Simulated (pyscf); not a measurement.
5 gas-phase steps of one pattern: four-centre exchange on the singlet surface, As–O + H–H or H–H + O–P broken and As–H + H–O or H–O + H–P formed. PySCF, gas phase, ωB97X-D3(BJ)/def2-SVP geometries. Electronic energies in kcal/mol, from the separated reactants; ΔE‡ and ΔE at ωB97M-D3(BJ)/def2-TZVP. Rows were drawn at random from the steps of this pattern with a verified saddle, stable references and no exit in the data more than 5 kcal/mol lower.

| row | step | ΔE | ΔE‡ |
|---|---|---|---|
| 1 | HO–PH₂ + H₂ → PH₃ + H₂O | -8.1 | 59.1 |
| 2 | HO–P=PH + H₂ -> HP=PH + H₂O | -2.0 | ? |
| 3 | HO–PH–OH + H₂ → HO–PH₂ + H₂O | +5.0 | 61.6 |
| 4 | HO–As(OH)–OH + H₂ → HO–AsH–OH + H₂O | +7.0 | 48.6 |
| 5 | HO–P(OH)–OH + H₂ → HO–PH–OH + H₂O | +14.0 | 62.1 |

Question: From a straight line through the complete rows, estimate the missing barrier and say how far the line can be trusted.

Answer: Over the 4 complete rows the means are +4.5 (ΔE) and 57.9 (ΔE‡); least squares gives b = 0.01 and a = 57.8 kcal/mol, with residuals of 5.5 kcal/mol (root mean square; largest 9.3, row 4). For row 2: 57.8 + 0.01 × (-2.0) = 57.8 kcal/mol. The computed barrier is 50.1 kcal/mol, 7.7 under the line. The scatter is large against the spread of the barriers, so the line says little here. Each barrier is that of the saddle found. Elements up to Kr have no core potential and no relativistic terms here.
